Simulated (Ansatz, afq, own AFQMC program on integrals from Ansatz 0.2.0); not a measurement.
# Where AFQMC and coupled cluster stand for Cu, doublet

A free Cu atom.

Basis def2-TZVPP. Only valence electrons are correlated. Integrals, coupled cluster, full CI and functionals: Ansatz 0.2.0; the random walks run on the same integrals in our own AFQMC program. The CISD trial takes its coefficients from CCSD amplitudes. Released means that phaseless walkers are propagated on without the constraint, phases kept. Uncertainties: one standard error, sampling alone. The metal's outer-core s and p shells are frozen, which shifts wave-function levels against functionals.

Determinant: UHF, the one that the program's search chose, which needn't be the lowest solution.

No full CI on the walks' own integrals is used here; CCSDT(Q) serves as the reference and is uncertain by about the last step of the cluster series.

Cautions: no relativity below Rb; outer-core shells of the metal frozen; the released energies get too noisy after the second time (errors over twice the walk's own, or jumping), so no released level is given (meV from the phaseless value at times in 1/Eh: -30 ± 7 at 0.60, -38 ± 8 at 1.20, -52 ± 14 at 2.00, -80 ± 32 at 3.00, -159 ± 111 at 4.20), though the last usable value meets CCSDT(Q) within the noise; the ph-AFQMC/CISD walk drifts between its halves (2.4 errors).

```
T1 diagnostic                               : 0.0224
weight of the determinant in the CISD state : 0.928
⟨S²⟩ of the determinant                     : 0.752
size of the correlated space                : 11 electrons in 55 orbitals
```

Reference: CCSDT(Q), correlation energy -11.823 eV.

| level | E − E(reference) (kJ/mol) | share of correlation (%) |
| --- | --- | --- |
| HF | 1140.7 | 0.00 |
| MP2 | -121.6 | 110.66 |
| CCSD | 40.8 | 96.43 |
| CCSD(T) | -3.9 | 100.34 |
| CCSDT | -0.9 | 100.08 |
| ph-AFQMC/HF | -4.4 ± 2.7 | 100.38 |
| ph-AFQMC/CISD | 3.4 ± 0.3 | 99.71 |

A walk keeps the symmetry of its determinant, which the program's search chose and which needn't be the lowest solution, so a lower state of the same spin and another symmetry isn't excluded.
